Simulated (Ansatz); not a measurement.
Born–Oppenheimer molecular dynamics of C$_{4}$H$_{5}$ (9 atoms, charge 1, multiplicity 1). It goes on from the last frame of an earlier run, with new velocities.

These are results of UKS r2SCANh/STO-3G in Ansatz, not measurements.

| Property | Result |
| --- | --- |
| ensemble | NVE (velocity Verlet) |
| time step | 1 fs |
| steps asked | 189 |
| starting velocities drawn for | 700 K |
| masses | H 10 u |
| seed | 132405 |

First frame:

```xyz
9
Properties=species:S:1:pos:R:3
C -0.469 0.883 -1.709
C 0.030 0.123 -0.698
C 0.581 -0.599 0.394
C 0.084 -0.487 1.710
H -0.001 1.763 -1.918
H -1.169 0.509 -2.453
H 1.259 -1.545 0.256
H -0.898 -0.147 1.709
H 0.550 -1.088 2.505
```

Task: How far do the bonds stretch over the last three quarters of this one trajectory? (Pairs bonded in most of those frames.)

Result: 
```csv
bond,mean (Å),spread (Å),shortest,longest
C1–C2,1.303,0.023,1.25,1.35
C1–H5,1.118,0.050,1.01,1.22
C1–H6,1.122,0.062,0.99,1.27
C2–C3,1.414,0.056,1.31,1.56
C3–C4,1.399,0.044,1.29,1.51
C3–H7,1.120,0.057,0.98,1.23
C4–H8,1.119,0.066,0.96,1.31
C4–H9,1.121,0.063,1.02,1.27
```

Mean temperature of the second half: 996 K. The conserved energy stayed within 0.95 meV per atom of its start (net change 0.013 meV per atom), so the integration is sound. The system heated up, since it started high on the potential surface and ran downhill. A run of 0.19 ps of so small a system gives no equilibrium averages. Limits of this set-up: minimal basis, the dipole of an ion depends on the origin.

Run time: 10 min on 1 thread of Arm Neoverse V1 (shared host), peak memory 0.14 GiB.
